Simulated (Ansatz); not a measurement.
**Worked example: correlation energy of H$_{3}$Si–SiH, triplet**

Geometry: a PBE0/def2-TZVP stationary point for this spin, not checked as a minimum.

| atom | x (Å) | y (Å) | z (Å) |
| --- | --- | --- | --- |
| Si | 0.0000 | -0.0423 | 1.1069 |
| Si | 0.0000 | 0.0877 | -1.2063 |
| H | 1.2091 | -0.7474 | 1.6139 |
| H | 0.0000 | 1.3526 | 1.6175 |
| H | -1.2091 | -0.7474 | 1.6139 |
| H | 0.0000 | -1.1242 | -2.0764 |

Basis cc-pVDZ; Ansatz 0.2.0. Correlated methods freeze the noble-gas cores, which leaves 12 electrons in 46 orbitals. Prefix R: restricted or restricted open-shell reference; prefix U: unrestricted.

Full CI isn't at hand for all of this; UCCSDT(Q) serves as the reference, and is uncertain by about the last step of the cluster series.

Runs differ by some tens of microhartree through their thresholds and, for an open shell, their frozen cores, so steps under 0.03 kcal/mol mean nothing.

```json
{"level": "UHF", "total energy (hartree)": "-580.118551"}
{"level": "UMP2", "total energy (hartree)": "-580.289142"}
{"level": "UCCSD", "total energy (hartree)": "-580.332513"}
{"level": "UCCSD(T)", "total energy (hartree)": "-580.337873"}
{"level": "UCCSDT", "total energy (hartree)": "-580.339105"}
{"level": "UCCSDT(Q)", "total energy (hartree)": "-580.339326"}
```

Question: What is the correlation energy at UCCSDT(Q), and what share of it do UMP2 and UCCSD recover?

Answer: E(corr) = -580.339326 − (-580.118551) = -0.220775 hartree = -6.008 eV. UMP2: -0.170591 / -0.220775 = 77.27 %. UCCSD: -0.213962 / -0.220775 = 96.91 %.

Question: By how many kcal/mol does UCCSD(T) miss UCCSDT(Q) (1 hartree = 627.509 kcal/mol), and which steps make up the rest?

Answer: -580.337873 − (-580.339326) = 0.001453 hartree = 0.91 kcal/mol. Steps: UCCSDT − UCCSD(T) = -0.77, UCCSDT(Q) − UCCSDT = -0.14 kcal/mol. Differences between like states or geometries often cancel part of this.
